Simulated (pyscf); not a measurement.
F–SiH•–O–SiH₃ (SMILES F[SiH]O[SiH3]) + H₂ (SMILES [H][H]) → •H₂Si–O–SiH₃ (SMILES [SiH2]O[SiH3]) + HF (SMILES F) (four-centre exchange; doublet surface; F–Si, H–H broken, H–Si, F–H formed). Structures and frequencies: ωB97X-D3(BJ)/def2-SVP in PySCF. Energies in eV from the separated reactants.

| level | barrier | reaction energy |
|---|---|---|
| PBE/def2-TZVP | 2.08 | +1.30 |
| B3LYP-D3(BJ)/def2-TZVP | 2.40 | +1.36 |
| PBE0-D3(BJ)/def2-TZVP | ___ | +1.25 |
| M06-2X/def2-TZVP | ___ | ___ |
| ωB97M-D3(BJ)/def2-TZVP | 2.36 | +1.32 |
| HF/def2-TZVP | 3.23 | +1.27 |

Problem. Fill in the missing entries.

Solution. 
- PBE0-D3(BJ)/def2-TZVP, barrier: 2.23
- M06-2X/def2-TZVP, barrier: 2.51
- M06-2X/def2-TZVP, reaction energy: +1.42

The functionals in the table span 0.44 eV in this barrier, from PBE to M06-2X. One saddle was located; it need not be the lowest between these sides.
